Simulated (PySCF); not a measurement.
# Dipole moment and polarisability of 3-butenenitrile

Species: 3-butenenitrile, C4H5N.
SMILES with atom numbers: `[CH2:1]=[CH:2][CH2:3][C:4]#[N:5]` (hydrogens: H6, H7 on C1; H8 on C2; H9, H10 on C3)

Geometry (GFN2-xTB, Å), atoms numbered from 1 in this order:
```xyz
10
C4H5N angstrom
C     -1.6110   -0.3723   -0.0852
C     -0.4656   -0.1199    0.5171
C      0.6718    0.6220   -0.1288
C      1.8296   -0.2343   -0.2216
N      2.7367   -0.9261   -0.2857
H     -1.8086   -0.0530   -1.0960
H     -2.4041   -0.9060    0.4092
H     -0.2821   -0.4543    1.5294
H      0.3977    0.9531   -1.1341
H      0.9445    1.4955    0.4731
```

Level: wB97X-D/def2-SVPD (PySCF), static field, nuclei fixed, core orbitals frozen in the response. The polarisability tensor in these axes (au):

```
x   67.36 -2.19  2.14
y   -2.19 44.20 -0.06
z    2.14 -0.06 42.74
```

Problem. Diagonalise the tensor; give its mean and Δα, where Δα² is half the sum of the squared differences of the eigenvalues.

Solution. Principal values 42.54, 44.01 and 67.75 au; mean 51.43 au = 7.62 Å³ = 8.48 × 10⁻⁴⁰ C²·m²/J; Δα = 24.51 au (48 % of the mean).

Problem. What is the dipole moment, and where does it point?

Solution. (-3.30, 2.26, 0.29) D, 4.01 D in size, pointing from the negative to the positive side. Measured along this direction, the outermost atoms are N5 at the negative end and H7 and H6 at the positive end.

Problem. Give the principal axes and the span of the nuclei along them.

Solution. Largest value along (0.99, -0.09, 0.09), where the nuclei span 5.04 Å; middle along (0.08, 0.99, 0.10), 2.67 Å; least along (-0.09, -0.09, 0.99), 2.83 Å. The strongest response lies along the longest span, while the other two are in reverse order.

Problem. What are the principal values of the traceless quadrupole moment, Θ = ½Σq(3rr − r²1), about the centre of nuclear charge?

Solution. -12.13, 5.50, 6.63 D·Å. The values depend on the origin, since the dipole doesn't vanish. The electronic extent ⟨r²⟩ about the same centre is 476 bohr², a root-mean-square distance of 1.92 Å for the 36 electrons.

Problem. Rayleigh depolarisation ratio (linearly polarised light, static tensor)?

Solution. ρ = 3Δα²/(45ᾱ² + 4Δα²) = 1802.3/(119047 + 2403.1) = 0.0148.

Isolated species at its GFN2-xTB geometry (one conformer only).

These values come from a run that also computed excited states. The run took 9.2 s of wall time on one thread of an x86-64 server (shared host).
